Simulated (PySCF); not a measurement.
FH2Si (doublet state).
Structure used (GFN2-xTB), in Å, numbered top down from 1:
```
atom  x, y, z in Å
F1     1.406   -0.265   -0.124
Si2   -0.115    0.024    0.357
H3    -0.875   -1.109   -0.127
H4    -0.406    1.356   -0.129
```

Identity: `F[SiH2]` [radical].

Method used: UKS B3LYP, pcH-1 on F H Si, non-relativistic, mean-field spin-orbit, GIAO in PySCF 2.14.0. Isolated species at its GFN2-xTB geometry, gas phase. A GFN2-xTB geometry isn't a minimum of the functional, and hyperfine couplings can be far from their values at a DFT geometry, by a factor of two or more for some ions and for spin on atoms past the first row.

Q: Where do the isotropic ENDOR lines of F1, H3/H4 and Si2 fall at 3350.1 mT, to first order?

A: For S = 1/2 in fast tumbling each set of equivalent nuclei gives two lines, ν± = |νn ± a/2| to first order, with νn = g_N μN B/h and μN/h = 7.62259 MHz/T.

```
nuclei  isotope      g_N  νn (MHz)  a_iso (MHz)  lower line (MHz)  upper line (MHz)
    F1      19F   5.2577    134.26       120.39             74.07            194.46
 H3/H4       1H   5.5857    142.64       102.91             91.18            194.09
   Si2     29Si  -1.1106     28.36      -585.91            264.60            321.32
```

The rows for 29Si, of low natural abundance, apply to labelled samples.

Q: Which pairs are centred on the nuclear Larmor frequency, and which on half the coupling?

A: Centred on νn, since |a| < 2νn: F1 and H3/H4. Centred on |a|/2 and split by 2νn: Si2.

Q: At what field would the lower line of Si2 fall to zero frequency?

A: Where νn = |a|/2, that is B = 292.96 MHz/(1.1106 × 7.62259 MHz/T) = 34600 mT, as far as first order holds there.

Nuclei that the bonding pattern makes equivalent are averaged, as if the motion that swaps them (rotation, inversion, ring flip) were fast.

Time: 5.7 s wall (with the writing of density and orbital grids); peak memory 0.26 GiB. Hardware: an Arm Neoverse V1 with one thread (shared host).
